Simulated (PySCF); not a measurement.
# Which functional comes closest?

Molecule: `CCCCCl`, C₄H₉Cl.

Molfile (atoms numbered from 1):
```
C4H9Cl
     RDKit          3D

 14 13  0  0  0  0  0  0  0  0999 V2000
   -1.9581   -0.0762   -0.2994 C   0  0  0  0  0  0  0  0  0  0  0  0
   -0.4793   -0.0466   -0.6519 C   0  0  0  0  0  0  0  0  0  0  0  0
    0.4204    0.0404    0.5752 C   0  0  0  0  0  0  0  0  0  0  0  0
    1.8891    0.0694    0.2129 C   0  0  0  0  0  0  0  0  0  0  0  0
    2.9285    0.1799    1.6656 Cl  0  0  0  0  0  0  0  0  0  0  0  0
   -2.1983   -0.9412    0.3391 H   0  0  0  0  0  0  0  0  0  0  0  0
   -2.5870   -0.1414   -1.1997 H   0  0  0  0  0  0  0  0  0  0  0  0
   -2.2550    0.8309    0.2507 H   0  0  0  0  0  0  0  0  0  0  0  0
   -0.2188   -0.9485   -1.2336 H   0  0  0  0  0  0  0  0  0  0  0  0
   -0.2735    0.8101   -1.3177 H   0  0  0  0  0  0  0  0  0  0  0  0
    0.2330   -0.8170    1.2435 H   0  0  0  0  0  0  0  0  0  0  0  0
    0.1782    0.9447    1.1586 H   0  0  0  0  0  0  0  0  0  0  0  0
    2.1318    0.9363   -0.4185 H   0  0  0  0  0  0  0  0  0  0  0  0
    2.1902   -0.8406   -0.3259 H   0  0  0  0  0  0  0  0  0  0  0  0
  1  2  1  0
  2  3  1  0
  3  4  1  0
  4  5  1  0
  1  6  1  0
  1  7  1  0
  1  8  1  0
  2  9  1  0
  2 10  1  0
  3 11  1  0
  3 12  1  0
  4 13  1  0
  4 14  1  0
M  END
```

Geometry PBE0-D3(BJ)/def2-SVP throughout; GIAO in PySCF, gas phase, one conformer, non-relativistic; equivalent atoms averaged; basis pcSseg-1.

Reference values (measured; solution, not stated per compound (mostly CDCl3 or CCl4); Pretsch, Buehlmann, Badertscher, Structure Determination of Organic Compounds, 4th ed. (2009)): δ(H13/H14) = 3.42 ppm, δ(H11/H12) = 1.68 ppm, δ(H9/H10) = 1.41 ppm, δ(H6/H7/H8) = 0.92 ppm. Computed shifts are taken against TMS, calculated as an isolated molecule at each level.

How do the functionals HF, LDA, PBE, BLYP, BP86, OPBE, KT2, KT3, B97-D, B3LYP, PBE0, mPW1PW91, WP04, B97-2, BHandHLYP, CAM-B3LYP, wB97X-D, LC-wPBE perform against the reference? Times are CPU seconds on shared hosts with different chips, so compare them loosely; the GGAs took longer than the global hybrids here, which isn't the general rule, and the cause wasn't traced.

## Answers


```csv
functional,kind,H13/H14,H11/H12,H9/H10,H6/H7/H8,mean abs. error H,core-s
HF,Hartree–Fock,3.06,1.38,0.91,1.08,0.33,3.9
LDA,LDA,3.34,1.52,1.15,1.03,0.15,11
PBE,GGA,3.28,1.50,1.14,1.04,0.18,13
BLYP,GGA,3.30,1.52,1.16,1.07,0.17,13
BP86,GGA,3.29,1.50,1.13,1.05,0.18,13
OPBE,GGA,3.23,1.48,1.12,1.02,0.19,13
KT2,GGA,3.29,1.47,1.12,1.05,0.19,13
KT3,GGA,3.25,1.48,1.13,1.05,0.19,13
B97-D,GGA,3.31,1.52,1.15,1.07,0.17,13
B3LYP,global hybrid,3.23,1.48,1.09,1.06,0.21,8.3
PBE0,global hybrid,3.20,1.45,1.06,1.04,0.23,8.8
mPW1PW91,global hybrid,3.19,1.45,1.05,1.03,0.23,8.5
WP04,global hybrid,3.13,1.45,1.03,1.00,0.24,12
B97-2,global hybrid,3.20,1.46,1.07,1.04,0.22,11
BHandHLYP,global hybrid,3.15,1.44,1.01,1.06,0.26,11
CAM-B3LYP,range-separated hybrid,3.15,1.46,1.05,1.05,0.24,15
wB97X-D,range-separated hybrid,3.14,1.43,1.02,1.03,0.26,14
LC-wPBE,range-separated hybrid,3.01,1.39,0.98,1.00,0.30,19
```

For $^{1}$H the closest is LDA (0.15 ppm, with B97-D, BLYP, PBE, BP86 practically level) and the furthest HF (0.33 ppm). One molecule is a small sample, and vibrational and solvent effects are absent from the calculation.
